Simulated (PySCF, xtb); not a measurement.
Homolysis of single bonds, series NC-X. Isolated molecules, 0 K electronic values unless said otherwise. Strings in code marks are SMILES.

Quantity: homolytic bond dissociation enthalpy at 298 K (no spin–orbit term), in kcal/mol. Enthalpy corrections at 298 K come from GFN2-xTB frequencies (xtb).

Case: C–C bond of `C=CC#N`, giving `[CH]=C` and `[C]#N`. Geometry of `C=CC#N` (neutral, multiplicity 1, Å):

```xyz
7

C     -0.9417    -0.4580     0.1670
C     -0.0057     0.4789    -0.0453
C      1.3785     0.1790    -0.1972
N      2.5166    -0.0417    -0.3247
H     -0.6863    -1.5154     0.2349
H     -1.9895    -0.1797     0.2775
H     -0.2720     1.5369    -0.1121
```

Problem. What homolytic bond dissociation enthalpy at 298 K (no spin–orbit term) does PBE-D3(BJ)/def2-TZVP (PySCF) give?

Solution. 133.2 kcal/mol.
